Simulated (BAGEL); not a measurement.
# C2H6Si (SiMe2) at HF/3-21G (density fitting with qzvpp-jkfit)

What is the vertical singlet–triplet gap of C2H6Si (SiMe2) at HF/3-21G (density fitting with qzvpp-jkfit)? 

The results are computed with BAGEL 1.2.2.

2 further runs of the same task are left out: 2 set aside as unsound or not needed.

## Step 1: The molecule

C2H6Si: 9 atoms, total charge 0, spin state singlet. SMILES: `C[Si]C`. Geometry: relaxed at GFN2-xTB.

Bond lengths: Si1–C2 1.926 Å, Si1–C6 1.926 Å, C2–H3 1.091 Å, C2–H4 1.091 Å, C2–H5 1.088 Å, C6–H7 1.091 Å, C6–H8 1.091 Å, C6–H9 1.088 Å. Some angles: C2–Si1–C6 98.8°, Si1–C2–H3 111.3°, Si1–C2–H4 111.6°, Si1–C2–H5 111.8°, Si1–C6–H7 111.2°, Si1–C6–H8 111.7°, Si1–C6–H9 111.7°, H3–C2–H4 107.4°, H3–C2–H5 107.2°, H4–C2–H5 107.3°.

## Step 2: A single-point energy at HF/3-21G (density fitting with qzvpp-jkfit)

Contents of job.json:

```json
{ "bagel" : [

{
  "title" : "molecule",
  "basis" : "3-21g",
  "df_basis" : "qzvpp-jkfit",
  "angstrom" : true,
  "geometry" : [
    { "atom" : "Si", "xyz" : [   -0.001340,    0.011450,   -1.288740 ] },
    { "atom" : "C", "xyz" : [    1.461870,   -0.015910,   -0.036860 ] },
    { "atom" : "H", "xyz" : [    1.445300,   -0.920370,    0.572300 ] },
    { "atom" : "H", "xyz" : [    1.423980,    0.836260,    0.642740 ] },
    { "atom" : "H", "xyz" : [    2.425990,    0.015410,   -0.541030 ] },
    { "atom" : "C", "xyz" : [   -1.461920,    0.015870,   -0.033360 ] },
    { "atom" : "H", "xyz" : [   -1.455220,    0.919550,    0.577050 ] },
    { "atom" : "H", "xyz" : [   -1.412680,   -0.836710,    0.644780 ] },
    { "atom" : "H", "xyz" : [   -2.425970,   -0.025560,   -0.536870 ] }
  ]
},
{
  "title" : "hf",
  "charge" : 0
},
{
  "title" : "print",
  "file" : "orbitals.molden",
  "orbitals" : true
}

]}
```

Command:

```bash
$ BAGEL_NUM_THREADS=1 BAGEL job.json > job.out
```

Standard output:

```text
* using 1 threads per process

  ===============================================================
  ===============================================================

  *** Geometry ***

  { "atom" : "Si", "xyz" : [     -0.002532,      0.021637,     -2.435366 ] },
  { "atom" : "C", "xyz" : [      2.762534,     -0.030066,     -0.069655 ] },
  { "atom" : "H", "xyz" : [      2.731221,     -1.739247,      1.081490 ] },
  { "atom" : "H", "xyz" : [      2.690932,      1.580302,      1.214603 ] },
  { "atom" : "H", "xyz" : [      4.584457,      0.029121,     -1.022399 ] },
  { "atom" : "C", "xyz" : [     -2.762628,      0.029990,     -0.063041 ] },
  { "atom" : "H", "xyz" : [     -2.749967,      1.737698,      1.090466 ] },
  { "atom" : "H", "xyz" : [     -2.669578,     -1.581153,      1.218458 ] },
  { "atom" : "H", "xyz" : [     -4.584419,     -0.048301,     -1.014537 ] },

  Number of auxiliary basis functions:      386

  Since a DF basis is specified, we compute 2- and 3-index integrals:
    o Being stored without compression. Storage requirement is 0.006 GB

  Number of basis functions:       43
  Number of electrons      :       32

    * METHOD: MOLECULE                             0.11

  *** RHF ***

  === Nuclear Repulsion ===
    96.5117842243

      * DIIS with orbital gradients will be used.

  === RHF iteration (3-21g) ===
      0       -366.08781872          0.02219448           0.02
      1       -366.15438980          0.00816995           0.02
      2       -366.16526017          0.00152159           0.02
      3       -366.16600315          0.00020465           0.02
      4       -366.16603131          0.00003091           0.02
      5       -366.16603172          0.00000433           0.02
      6       -366.16603173          0.00000056           0.02
      7       -366.16603173          0.00000018           0.02
      8       -366.16603173          0.00000003           0.02
      9       -366.16603173          0.00000001           0.02
     10       -366.16603173          0.00000001           0.02
    * SCF iteration converged.

    * Permanent dipole moment:
           (   -0.000620,     0.004214,    -0.544037) a.u.

    * METHOD: HF                                   0.28

    * METHOD: PRINT                                0.01

  ===============================================================
```

Run time: 0.53 s. Hardware: 1 thread of Arm Neoverse V1, shared host.

## Step 3: The triplet

Contents of job.json:

```json
{ "bagel": [

{
  "title": "molecule",
  "basis": "3-21g",
  "df_basis": "qzvpp-jkfit",
  "angstrom": true,
  "geometry": [
    { "atom": "Si", "xyz": [      -0.001340,       0.011450,      -1.288740 ] },
    { "atom": "C", "xyz": [       1.461870,      -0.015910,      -0.036860 ] },
    { "atom": "H", "xyz": [       1.445300,      -0.920370,       0.572300 ] },
    { "atom": "H", "xyz": [       1.423980,       0.836260,       0.642740 ] },
    { "atom": "H", "xyz": [       2.425990,       0.015410,      -0.541030 ] },
    { "atom": "C", "xyz": [      -1.461920,       0.015870,      -0.033360 ] },
    { "atom": "H", "xyz": [      -1.455220,       0.919550,       0.577050 ] },
    { "atom": "H", "xyz": [      -1.412680,      -0.836710,       0.644780 ] },
    { "atom": "H", "xyz": [      -2.425970,      -0.025560,      -0.536870 ] }
  ]
},

{ "title": "uhf", "nopen": 2 },

{ "title": "print", "file": "orbitals.molden", "orbitals": true }

]}
```

Command:

```bash
$ BAGEL_NUM_THREADS=1 BAGEL job.json > job.out
```

Standard output:

```text
* using 1 threads per process

  ===============================================================
  ===============================================================

  *** Geometry ***

  { "atom" : "Si", "xyz" : [     -0.002532,      0.021637,     -2.435366 ] },
  { "atom" : "C", "xyz" : [      2.762534,     -0.030066,     -0.069655 ] },
  { "atom" : "H", "xyz" : [      2.731221,     -1.739247,      1.081490 ] },
  { "atom" : "H", "xyz" : [      2.690932,      1.580302,      1.214603 ] },
  { "atom" : "H", "xyz" : [      4.584457,      0.029121,     -1.022399 ] },
  { "atom" : "C", "xyz" : [     -2.762628,      0.029990,     -0.063041 ] },
  { "atom" : "H", "xyz" : [     -2.749967,      1.737698,      1.090466 ] },
  { "atom" : "H", "xyz" : [     -2.669578,     -1.581153,      1.218458 ] },
  { "atom" : "H", "xyz" : [     -4.584419,     -0.048301,     -1.014537 ] },

  Number of auxiliary basis functions:      386

  Since a DF basis is specified, we compute 2- and 3-index integrals:
    o Being stored without compression. Storage requirement is 0.006 GB

  Number of basis functions:       43
  Number of electrons      :       32

    * METHOD: MOLECULE                             0.11

  *** Open-shell HF ***

  === Nuclear Repulsion ===
    96.5117842243

      * DIIS with orbital gradients will be used.

  === UHF iteration (3-21g) ===
      0       -366.06026376          0.03925171           0.03
      1       -366.12660937          0.01346067           0.03
      2       -366.13629763          0.00651489           0.03
      3       -366.13838302          0.00157116           0.04
      4       -366.13913475          0.00050415           0.03
      5       -366.13932259          0.00008390           0.03
      6       -366.13934830          0.00003335           0.03
      7       -366.13935519          0.00001375           0.03
      8       -366.13935684          0.00000389           0.03
      9       -366.13935703          0.00000130           0.04
     10       -366.13935706          0.00000075           0.04
     11       -366.13935707          0.00000041           0.04
     12       -366.13935707          0.00000012           0.04
     13       -366.13935707          0.00000002           0.04
     14       -366.13935707          0.00000001           0.04
     15       -366.13935707          0.00000000           0.03
    * SCF iteration converged.

    * S^2 (UHF) is 2.0039

    * Permanent dipole moment:
           (    0.000210,    -0.002448,     0.106664) a.u.

    * METHOD: UHF                                  0.63

    * METHOD: PRINT                                0.01

  ===============================================================
```

It took 0.89 s on 1 thread of Arm Neoverse V1, shared host.

## Step 4: Summary of results

At HF/3-21G (density fitting with qzvpp-jkfit):

| quantity | value |
| --- | --- |
| singlet: total energy | -366.16603 Eh |
| singlet: dipole moment | 1.38 D |
| singlet: HOMO energy | -8.16 eV |
| singlet: LUMO energy | 1.13 eV |
| singlet: HOMO–LUMO gap | 9.29 eV |
| triplet: total energy | -366.13936 Eh |
| triplet: dipole moment | 0.27 D |
| triplet: ⟨S²⟩ | 2.004 |
| vertical energy of the triplet above the singlet | 0.726 eV |

What this shows: At this shape the triplet lies 0.73 eV (16.7 kcal/mol) above the singlet.
